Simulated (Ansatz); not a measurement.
**Silicon, diamond under LDA: convergence with the Methfessel-Paxton smearing**

Aim: find which Methfessel-Paxton smearing width is enough for energy and pressure. The geometry was relaxed under LDA beforehand and stays fixed; 7 values are run, from 0.01 to 1.0 eV. Wanted are the values from which on the energy stays within 10 and 1 meV/atom, and the pressure within 0.5 GPa, of the narrowest run. Within the series other settings stay, but some runs also write fields, which adds to their time. Spin polarisation is left out.

Program: Ansatz 0.2.0. Level of theory: DFT LDA, plane waves with PAW, scalar-relativistic. These are calculated values, not measurements.

1 further run of the same task is left out (set aside as unsound or not needed).

### 1 Starting point

It takes space group Fd-3m (No. 227, cubic). Conventional cell: a = 5.403 Å, b = 5.403 Å, c = 5.403 Å, α = 90.00°, β = 90.00°, γ = 90.00°. Si (site symmetry -43m) has 4 Si at 2.34 Å as nearest neighbours.

Coordinates:

```cif
data_structure
_symmetry_space_group_name_H-M 'P 1'
_symmetry_Int_Tables_number 1
_cell_length_a 3.8207
_cell_length_b 3.8207
_cell_length_c 3.8207
_cell_angle_alpha 60.000
_cell_angle_beta 60.000
_cell_angle_gamma 60.000
_cell_volume 39.44
loop_
_atom_site_label
_atom_site_type_symbol
_atom_site_fract_x
_atom_site_fract_y
_atom_site_fract_z
_atom_site_occupancy
Si1 Si 0.50000 0.50000 0.50000 1
Si2 Si 0.75000 0.75000 0.75000 1
```

### 2 With a width of 0.01 eV

The run at 0.01 eV.

Input file input.yaml:

```yaml
crystal:
  lattice:
    - [0.0, 2.7016643793, 2.7016643793]
    - [2.7016643793, 0.0, 2.7016643793]
    - [2.7016643793, 2.7016643793, 0.0]
  atoms:
    - { symbol: Si, position: [0.5, 0.5, 0.5] }
    - { symbol: Si, position: [0.75, 0.75, 0.75] }
hamiltonian:
  xc: lda
  pseudopotentials:
    kind: paw
    azcp:
      Si: "pseudopotentials/Si.paw.azcp"
basis:
  ecutwfc: 420
  fft_grid_basis: typed
kpoints:
  mp_grid: { grid: [10, 10, 10], shift: [0, 0, 0] }
magnetization:
  spin_polarized: false
scf:
  occupations: { method: methfessel_paxton, width: 0.01 }
  lower_state_search: "off"
output:
  stress: true
  write_density: true
  write_potential: true
  elf: true
  volumetric_format: npy
```

Run with:

```bash
$ ansatz run input.yaml --threads 2 --pin off --max-ram 5120MiB --backend cpu --events-out ev --progress --plain --runs-dir out
```

### 3 With a width of 0.03 eV

The run at 0.03 eV.

Changes to input.yaml since step 2:

```diff
@@ -22,3 +22,3 @@
 scf:
-  occupations: { method: methfessel_paxton, width: 0.01 }
+  occupations: { method: methfessel_paxton, width: 0.03 }
   lower_state_search: "off"
```

### 4 With a width of 0.1 eV

The run at 0.1 eV.

Changes to input.yaml since step 3:

```diff
@@ -22,3 +22,3 @@
 scf:
-  occupations: { method: methfessel_paxton, width: 0.03 }
+  occupations: { method: methfessel_paxton, width: 0.1 }
   lower_state_search: "off"
@@ -26,5 +26 @@
   stress: true
-  write_density: true
-  write_potential: true
-  elf: true
-  volumetric_format: npy
```

### 5 With a width of 0.2 eV

The run at 0.2 eV.

Changes to input.yaml since step 4:

```diff
@@ -22,3 +22,3 @@
 scf:
-  occupations: { method: methfessel_paxton, width: 0.1 }
+  occupations: { method: methfessel_paxton, width: 0.2 }
   lower_state_search: "off"
```

### 6 With a width of 0.3 eV

The run at 0.3 eV.

Changes to input.yaml since step 5:

```diff
@@ -22,3 +22,3 @@
 scf:
-  occupations: { method: methfessel_paxton, width: 0.2 }
+  occupations: { method: methfessel_paxton, width: 0.3 }
   lower_state_search: "off"
@@ -26 +26,5 @@
   stress: true
+  write_density: true
+  write_potential: true
+  elf: true
+  volumetric_format: npy
```

### 7 With a width of 0.6 eV

The run at 0.6 eV.

Changes to input.yaml since step 6:

```diff
@@ -22,3 +22,3 @@
 scf:
-  occupations: { method: methfessel_paxton, width: 0.3 }
+  occupations: { method: methfessel_paxton, width: 0.6 }
   lower_state_search: "off"
```

### 8 With a width of 1.0 eV

The run at 1.0 eV.

Changes to input.yaml since step 7:

```diff
@@ -22,3 +22,3 @@
 scf:
-  occupations: { method: methfessel_paxton, width: 0.6 }
+  occupations: { method: methfessel_paxton, width: 1.0 }
   lower_state_search: "off"
```

(Steps that only read results are left out.)

**Question.** What will these runs give?

**Answer**, as computed:

| quantity | value |
| --- | --- |
| E(σ → 0) stays within 10 meV/atom of 0.01 eV | up to 1.0 eV |
| E(σ → 0) stays within 1 meV/atom | up to 0.6 eV |
| pressure stays within 0.5 GPa | up to 1.0 eV |
| pressure at 0.01 eV | -0.07 GPa |

What this shows: The far end, 1.0 eV, lies +2.2 meV/atom and -0.2 GPa from the yardstick. The free energy F moves by +14.0 meV/atom over the range, and the estimate for σ → 0 by +2.2. While the width stays far under the gap, it changes nothing.

These are semilocal Kohn-Sham gaps, which aren't the measured quantity. Such gaps usually fall short of the measured ones.
